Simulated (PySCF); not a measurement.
**Ne: ionisation energy**

Ne [Ne] (1S) → Ne+ [He] 2s2 2p5 (2P), as a difference of total energies. Computed with PySCF 2.14 in dyall-av3z (15s9p3d2f, 71 functions), with the spin-free X2C one-electron Hamiltonian (Gaussian nucleus). Correlated levels: valence: 1s2 frozen; virtual orbitals above 40 to 60 times the deepest correlated orbital energy dropped. The calculations carry no spin-orbit coupling.

```tsv
method	ionisation energy (eV)
UHF	19.642
MP2 (valence)	21.625
SCS-MP2 (valence)	21.478
CCSD (valence)	21.351
CCSD(T) (valence)	21.421
```

Task: How much does correlation contribute at CCSD(T) (valence)?

Result: 21.421 − (19.642) = 1.779 eV, measured against UHF.

A first-order spin-orbit estimate (lowest level to lowest level, LS coupling) adds -0.033 eV.

Errors of the correlated levels include the incompleteness of this basis and the frozen core.

For comparison: 21.565 eV (measured; NIST Atomic Spectra Database, ionization energies).
